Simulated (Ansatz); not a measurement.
BN₂⁻. The state is a triplet with charge -1. Geometry PBE0-D4/def2-TZVPD; atoms count from 1.

| atom | x (Å) | y (Å) | z (Å) |
| --- | --- | --- | --- |
| B1 | -0.433 | -0.776 | 0.261 |
| N2 | 0.765 | 0.173 | 0.142 |
| N3 | -0.331 | 0.603 | -0.402 |

The highest occupied level of the charge -1 triplet lies above zero (up to 0.85 eV). The electron is either unbound and held by the finite basis, or the level is raised by self-interaction error. At PBE0-D4/def2-TZVPD a singlet of charge -1 lies 1.43 eV below the triplet, each at its own geometry. The structure comes from a short search, and lower isomers may exist.

Question: Estimate the Mulliken populations from the PBE0/def2-TZVPD orbitals of Ansatz.

Answer: 
| atom | charge (e) | spin (α − β) |
| --- | --- | --- |
| B1 | -0.44 | 0.28 |
| N2 | -0.28 | 0.86 |
| N3 | -0.28 | 0.86 |
Mulliken values depend strongly on the basis. With diffuse functions, as here, like atoms can get unlike values, and bond orders can come out too low or too high.

Question: Where does the spin sit?

Answer: Summed by element: B 0.28, N 1.72, of 2 unpaired in all. Largest on single atoms: N2 0.86, N3 0.86, B1 0.28.

Question: And the Mayer bond orders between heavy atoms (over 0.3)?

Answer: B1–N2 0.82 (1.53 Å); B1–N3 0.82 (1.53 Å); N2–N3 1.37 (1.30 Å).
